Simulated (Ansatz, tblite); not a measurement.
**The cluster Si3Pt+: a ladder of methods and basis sets**

The task here is to estimate one member of a computed series from the others.

Computed with Ansatz 0.2.0, Gaussian basis. Level: as each input shows.

Levels to be run: GFN1-xTB, GFN2-xTB, PBE-D4/def2-TZVP, r2SCAN-D4/def2-TZVP, LC-ωPBE/def2-TZVP, BHLYP-D4/def2-TZVP, r2SCANh-D4/def2-TZVP, r2SCAN0-D4/def2-TZVP, CAM-B3LYP-D4/def2-TZVP, PBE-D4/def2-SVP, PBE0-D4/def2-SVP, CCSD(T)/def2-TZVP, RPA/def2-TZVP.

## The structure

The doublet was relaxed beforehand with B3LYP-D4/def2-SVP. At that level it is the lowest of the isomers that a small search found.

4 atoms, charge 1, spin multiplicity 2.

Bond lengths: Pt1–Si2 2.323 Å, Pt1–Si3 2.323 Å, Pt1–Si4 2.547 Å, Si2–Si4 2.331 Å, Si3–Si4 2.330 Å. Angles: Si2–Pt1–Si3 113.9°, Si2–Pt1–Si4 57.0°, Si3–Pt1–Si4 57.0°, Pt1–Si2–Si4 66.4°, Pt1–Si3–Si4 66.4°, Pt1–Si4–Si2 56.7°, Pt1–Si4–Si3 56.7°, Si2–Si4–Si3 113.3°.

Pt takes a core potential in the def2 sets. No spin-orbit coupling is included. The ion is computed in the gas phase, without counter-ions or solvent.

PBE0-D4/def2-TZVP was run before; its log isn't repeated, and its numbers join the tables.

Set-up of the first run:

Tight binding, by tblite at 300 K electronic temperature and without a spin-polarisation term:

```python
tblite.interface.Calculator('GFN1-xTB', numbers, positions, charge=1, uhf=1).singlepoint()
```

Tight binding, by tblite at 300 K electronic temperature and without a spin-polarisation term:

```python
tblite.interface.Calculator('GFN2-xTB', numbers, positions, charge=1, uhf=1).singlepoint()
```

start.molden holds the orbitals of an earlier run on this state, given as this run's starting guess.

in.yaml reads:

```yaml
crystal:
  periodic: [false, false, false]
  atoms:
    - {symbol: Pt, position_ang: [-0.522034, 0.496418, -1.046087]}
    - {symbol: Si, position_ang: [-0.536338, -1.779193, -0.581042]}
    - {symbol: Si, position_ang: [0.535778, 1.781697, 0.573867]}
    - {symbol: Si, position_ang: [0.522593, -0.498922, 1.053261]}
basis:
  gaussian: {orbitals: def2-TZVP, initial_orbitals: start.molden}
total_charge: 1
magnetization: {spin_polarized: true, initial_magnetization: 1}
hamiltonian: {xc: pbe, dispersion: d4}
scf: {omitted_lower_state_checks: [starts]}
output: {forces: true, orbitals: {seedname: orbitals}}
```

Started as:

```console
> ansatz run in.yaml --threads 4 --pin off --events-out ev --progress --plain --max-ram 3916MiB
```

Steps of the session up to this table: PBE-D4/def2-TZVP; r2SCAN-D4/def2-TZVP; LC-ωPBE/def2-TZVP; BHLYP-D4/def2-TZVP; r2SCANh-D4/def2-TZVP; r2SCAN0-D4/def2-TZVP; CAM-B3LYP-D4/def2-TZVP; PBE-D4/def2-SVP; PBE0-D4/def2-SVP; CCSD(T)/def2-TZVP; RPA/def2-TZVP.

One of the session's tables, all rows but one given; the rest of the session is left out.

It belongs to the step «Levels side by side». 

```
                 level  HOMO (eV)  LUMO (eV)  gap (eV)
       PBE-D4/def2-SVP     -10.51      -9.93      0.58
      PBE-D4/def2-TZVP     -10.39      -9.80      0.60
   r2SCAN-D4/def2-TZVP     -10.66      -9.65      1.01
  r2SCANh-D4/def2-TZVP     -10.96      -9.33      1.62
      PBE0-D4/def2-SVP          ?          ?         ?
     PBE0-D4/def2-TZVP     -11.19      -8.96      2.24
  r2SCAN0-D4/def2-TZVP     -11.40      -8.86      2.54
    BHLYP-D4/def2-TZVP     -11.68      -8.00      3.68
CAM-B3LYP-D4/def2-TZVP     -12.08      -7.85      4.23
     LC-ωPBE/def2-TZVP     -13.30      -6.77      6.53
```

Q: Estimate the row for PBE0-D4/def2-SVP from the others.

As computed: HOMO (eV): -11.33; LUMO (eV): -9.13; gap (eV): 2.20. In the column «HOMO (eV)» it lies between r2SCAN0-D4/def2-TZVP (-11.40) and PBE0-D4/def2-TZVP (-11.19).
